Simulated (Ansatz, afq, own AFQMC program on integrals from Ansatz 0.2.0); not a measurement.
## BGeH6, doublet in cc-pVDZ, levels against CCSDT(Q)

```yaml
atoms:
  - { symbol: Ge, position_ang: [-0.4499, 0.0000, 0.0000] }
  - { symbol: H, position_ang: [-0.9613, 1.4466, 0.0000] }
  - { symbol: H, position_ang: [-0.9613, -0.7233, 1.2528] }
  - { symbol: H, position_ang: [-0.9613, -0.7233, -1.2528] }
  - { symbol: H, position_ang: [1.4131, 0.0000, 0.0000] }
  - { symbol: B, position_ang: [2.5831, 0.0000, 0.0000] }
  - { symbol: H, position_ang: [3.0922, 0.0000, 1.0770] }
  - { symbol: H, position_ang: [3.0922, 0.0000, -1.0770] }
```

Basis cc-pVDZ. Only valence electrons are correlated. Ansatz 0.2.0 and our own AFQMC program on the same integrals; the CISD trial comes from CCSD amplitudes, and released means the phaseless constraint is let go. Error bars are statistical, one sigma. No spin–orbit coupling.

Determinant: UHF, the one that the program's search chose, which needn't be the lowest solution. The geometry is a point of a scan.

No full CI on the walks' own integrals is used here; CCSDT(Q) serves as the reference and is uncertain by about the last step of the cluster series.

Cautions: no relativity below Rb; no spin-orbit coupling; inner d shell frozen; the released energies move by 1.5 errors or more from one time to the next, so no released level is given (meV from the phaseless value at times in 1/Eh: -2.6 ± 2.3 at 0.24, -3.8 ± 1.8 at 0.51, -3.8 ± 2.0 at 0.99, -2.5 ± 2.1 at 1.62, -8 ± 3 at 2.40), though the last usable value meets CCSDT(Q) within the noise.

- T1 diagnostic: 0.0100
- weight of the determinant in the CISD state: 0.878
- ⟨S²⟩ of the determinant: 0.759
- size of the correlated space: 13 electrons in 56 orbitals

Reference: CCSDT(Q), correlation energy -6.751 eV.

| level | E − E(reference) (meV) | share of correlation (%) |
| --- | --- | --- |
| HF | 6750.6 | 0.00 |
| MP2 | 1494.7 | 77.86 |
| CCSD | 156.2 | 97.69 |
| CCSD(T) | 31.9 | 99.53 |
| CCSDT | 3.5 | 99.95 |
| ph-AFQMC/CISD | 4.7 ± 2.3 | 99.93 |

A walk keeps the symmetry of its determinant, which the program's search chose and which needn't be the lowest solution, so a lower state of the same spin and another symmetry isn't excluded.
